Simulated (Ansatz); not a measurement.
**Correlation methods on HCO, doublet**

Computed with Ansatz's Gaussian-basis code (development build); BCCD by scripts on PySCF. Nonrelativistic, STO-3G, 2 core orbitals frozen. Perturbation and coupled-cluster methods stand on the Hartree–Fock determinant that coupled cluster favours; RHF here means ROHF, with semicanonical perturbation theory. The state met can differ between shapes. The basis is small, far from the limit. The unrestricted determinant is a mixture of spins, so it may stand for another state.

Shape A:

| atom | x (Å) | y (Å) | z (Å) |
| --- | --- | --- | --- |
| C | 0.0000 | 0.0000 | 0.0000 |
| H | 0.0000 | 0.9200 | -0.6300 |
| O | 0.0000 | 0.0000 | 1.5876 |

Shape B. A bond is stretched, to 1.25 times the sum of the covalent radii.

```xyz
3

C     0.0000    0.0000    0.0000
H     0.0000    1.1040   -0.7560
O     0.0000    0.0000    1.1760
```

Shape C. A bond is stretched, to 1.37 times the sum of the covalent radii.

```xyz
3

C     0.0000    0.0000    0.0000
H     0.0000    0.9200   -0.6300
O     0.0000    0.0000    1.9404
```

Correlation energy of CCSD(T), then each method's total less that of CCSD(T), in eV:

| case | E corr CCSD(T) | CCSD | BCCD | BCCD(T) | determinant |
| --- | --- | --- | --- | --- | --- |
| A RHF | -6.328 | – | +0.472 | -0.021 | 0.53 eV over the lowest such Hartree–Fock solution met |
| A UHF | -2.770 | +0.070 | +0.412 | +0.119 | ⟨S²⟩ = 1.728 |
| B RHF | -4.088 | +0.155 | +0.201 | +0.007 | – |
| B UHF | -3.953 | +0.136 | +0.192 | +0.005 | ⟨S²⟩ = 0.806 |
| C UHF | -1.637 | +0.029 | +0.082 | +0.013 | ⟨S²⟩ = 2.408 |

Give full CI less CCSD(T). Is CCSD(T) good to 1 kcal/mol?

A RHF: -0.264 eV (outside); A UHF: -0.119 eV (outside, spin-contaminated determinant); B RHF: -0.037 eV (within); B UHF: -0.042 eV (within); C UHF: -0.151 eV (outside, spin-contaminated determinant).

Which method comes nearest to full CI in total energy for A UHF?

CCSD(T), 0.119 eV away; next CCSD (0.189 eV), last BCCD (0.531 eV).

Several Brueckner solutions were met.
